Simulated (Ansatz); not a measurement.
in.yaml

```yaml
crystal:
  periodic: [false, false, false]
  atoms:
    - {symbol: B, position_ang: [0.000000, 0.000000, -0.976964]}
    - {symbol: B, position_ang: [0.000000, 0.000000, 0.578505]}
    - {symbol: Si, position_ang: [0.000000, 0.000000, 2.553858]}
    - {symbol: H, position_ang: [0.000000, 0.000000, -2.155400]}
basis:
  gaussian: {orbitals: cc-pVDZ}
total_charge: 1
magnetization: {spin_polarized: false, initial_magnetization: 4}
correlation: {method: mp2, electrons: valence}
scf: {lower_state_search: off}
output: {forces: true}
```

```sh
$ ansatz run in.yaml --threads 1 --pin off --events-out ev --progress --plain --max-ram 2393MiB
```

Q: Roughly how long does this take on 1 thread of Arm Neoverse V2, shared host, and how much host memory?

A: 0.6 s wall and 0.09 GiB.

```
these checks for a lower state are left out or cut short: starts, cluster_reference, orbital_swaps, neighbouring_geometries, increment
493 factors; integrals over basis functions are off by at most 1.3e-3 eV
mean field evaluation 1: about -9206.1093 eV, gradient 1.5e1 eV
mean field evaluation 2: about -9206.2671 eV, gradient 1.5e1 eV
mean field evaluation 4: about -9208.6660 eV, gradient 3.3e0 eV
mean field evaluation 8: about -9208.8773 eV, gradient 6.9e-1 eV
mean field evaluation 16: about -9208.8965 eV, gradient 2.6e-4 eV
mean field -9208.89647059 eV, -338.4207032799 hartree, gradient 6.1e-6 eV, S^2 6.000000; 0 other end points of the search recorded, 0 dependent functions left out
7 core orbitals not correlated: weight in the atoms' cores, before any rotation towards them, 1.000 or more for the frozen orbitals, at most 0.000 for the correlated occupied ones
reference -9208.89647059 eV, -338.4207032799 hartree; 7, 3 occupied and 37, 41 virtual orbitals, 493 factors
second order -4.14788509 eV of doubles, -0.07113052 eV of singles
the calculation of the forces begins
Total energy: -9213.11548620 eV, -338.5757492439 hartree
Atom 0 at     0.000000     0.000000    -0.976964 Å, force    -0.000000    -0.000000    -0.489130 eV/Å
Atom 1 at     0.000000     0.000000     0.578505 Å, force     0.000000     0.000000     0.699923 eV/Å
Atom 2 at     0.000000     0.000000     2.553858 Å, force     0.000000     0.000000    -0.090497 eV/Å
Atom 3 at     0.000000     0.000000    -2.155400 Å, force    -0.000000     0.000000    -0.120296 eV/Å
Dipole moment:     0.000000    -0.000000    -0.036983 e Å
Checks for a lower state left out: starts, cluster_reference, orbital_swaps, neighbouring_geometries, increment
```

Forces (eV/Å):
```
B    0.000  0.000 -0.489
B    0.000  0.000  0.700
Si   0.000  0.000 -0.090
H    0.000  0.000 -0.120
```
